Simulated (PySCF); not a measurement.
Gas-phase reaction: (CH₃)₂SiH₂ ⇌ ethylsilane

Method: PySCF energies plus ideal-gas RRHO corrections (1 bar). † marks an energy on the PBE0/def2-TZVP geometry and frequencies; other levels use their own. MP2 and CCSD(T) freeze the core. 6-31G* has spherical d functions here. All species are closed-shell singlets. B3LYP is the form with VWN-RPA correlation. MP2 isn't extrapolated to the basis-set limit. CCSD(T) isn't extrapolated to the basis-set limit.

| level | ΔH°(298 K), kJ |
|---|---|
| B3LYP/def2-TZVP† | (withheld) |
| CCSD(T)/def2-TZVPP† | 50 |
| HF/6-31G* | 42 |
| MP2/def2-TZVPP† | (withheld) |
| PBE/def2-TZVP† | 51 |
| ωB97M-V/def2-TZVP† | (withheld) |
| ωB97X-V/def2-TZVP† | 50 |

Task: Complete the blanks.

Result: 
- B3LYP/def2-TZVP†, ΔH°(298 K), kJ: 51
- MP2/def2-TZVPP†, ΔH°(298 K), kJ: 53
- ωB97M-V/def2-TZVP†, ΔH°(298 K), kJ: 53
